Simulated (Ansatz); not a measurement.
# AlBH₂ (singlet): from Hartree-Fock to the top rungs at distance B1–H3 = 1.463 Å, cc-pVDZ

Aim: climb from Hartree-Fock through coupled cluster and multireference methods for AlBH₂ (singlet) at one geometry and basis, and see what each rung misses.

Method: cc-pVDZ, core rule «outside noble gas», up to 6 orbitals frozen; program: Ansatz 0.2.0, Gaussian basis.

To be run: UHF; CCSD(T) on RHF; CCSD(T) on UHF; BCCD(T) on RHF; CISD; CCSDT(Q) on RHF; CCSDT(Q) on UHF; CASSCF and MRCISD+Q, 2 electrons in 2 orbitals; CASSCF and NEVPT2, 2 electrons in 2 orbitals; CASSCF and MRCISD+Q, 8 electrons in 10 orbitals; CASSCF and NEVPT2, 8 electrons in 10 orbitals.

12 further runs of the same task are left out: 7 that didn't finish, 5 set aside as unsound or not needed.

### 1 What is computed

The geometry derives from a PBE0/def2-TZVP stationary point (not a proven minimum). One bond is set to the value named and the two fragments are kept rigid.

4 atoms, charge 0, spin multiplicity 1.

Atoms are counted from 1 here; the program's logs count them from 0.

Bond lengths: B1–Al2 2.240 Å, B1–H4 1.206 Å. Angles: Al2–B1–H4 123.6°.

### 2 UHF

Contents of in.yaml:

```yaml
crystal:
  periodic: [false, false, false]
  atoms:
    - {symbol: B, position_ang: [0.000000, -0.005423, 1.481188]}
    - {symbol: Al, position_ang: [0.000000, -0.005423, -0.759263]}
    - {symbol: H, position_ang: [0.000000, 1.213739, 2.289898]}
    - {symbol: H, position_ang: [0.000000, -1.010403, 2.147824]}
basis:
  gaussian: {orbitals: cc-pVDZ}
magnetization: {spin_polarized: true, initial_magnetization: 0}
hamiltonian: {xc: hf}
output: {orbitals: {seedname: orbitals}}
```

Started as:

```bash
> ansatz run in.yaml --threads 1 --pin off --events-out ev --progress --plain --max-ram 2393MiB
```

The runs that follow: CCSD(T) on RHF; CCSD(T) on UHF; BCCD(T) on RHF; CISD; CCSDT(Q) on RHF; CCSDT(Q) on UHF; CASSCF and MRCISD+Q, 2 electrons in 2 orbitals; CASSCF and NEVPT2, 2 electrons in 2 orbitals; CASSCF and MRCISD+Q, 8 electrons in 10 orbitals; CASSCF and NEVPT2, 8 electrons in 10 orbitals.

Q: Predict the results of all the runs planned. Wanted: RCCSDT(Q) below the RHF energy; RMP2 from RCCSDT(Q); UMP2 from RCCSDT(Q); RCCSD from RCCSDT(Q); RCCSD(T) from RCCSDT(Q); UCCSD(T) from RCCSDT(Q); UCCSDT(Q) from RCCSDT(Q); NEVPT2 pair from RCCSDT(Q); MRCISD+Q pair from RCCSDT(Q).

**Answer**, as computed:

```
                         quantity                                                                          value
   RCCSDT(Q) below the RHF energy                                                                     -4.6390 eV
              RMP2 from RCCSDT(Q)                                                                +27.66 kcal/mol
              UMP2 from RCCSDT(Q)                                                                +30.71 kcal/mol
             RCCSD from RCCSDT(Q)                                                                 +3.22 kcal/mol
          RCCSD(T) from RCCSDT(Q)                                                                 +0.73 kcal/mol
          UCCSD(T) from RCCSDT(Q)                                                                 +1.01 kcal/mol
         UCCSDT(Q) from RCCSDT(Q)                                                                 +0.02 kcal/mol
       NEVPT2 pair from RCCSDT(Q)                                                                +26.68 kcal/mol
     MRCISD+Q pair from RCCSDT(Q)                                                                 -0.29 kcal/mol
    NEVPT2 valence from RCCSDT(Q)                                                                +16.25 kcal/mol
levels within 1 kcal/mol (43 meV)  RCCSD(T), BCCD(T), RCCSDT, UCCSDT, UCCSDT(Q), MRCISD+Q pair, MRCISD+Q valence
                    T1 diagnostic                                                                          0.013
   effectively unpaired electrons                                                                           0.13
```

**Reading.** RCCSD(T) misses by +0.73 kcal/mol, 0.7 % of the correlation energy. One determinant dominates. Of the multireference levels listed MRCISD+Q pair comes nearest in total energy (-0.29 kcal/mol), which doesn't show that its space is the better one. These misses are within one basis, not against nature.
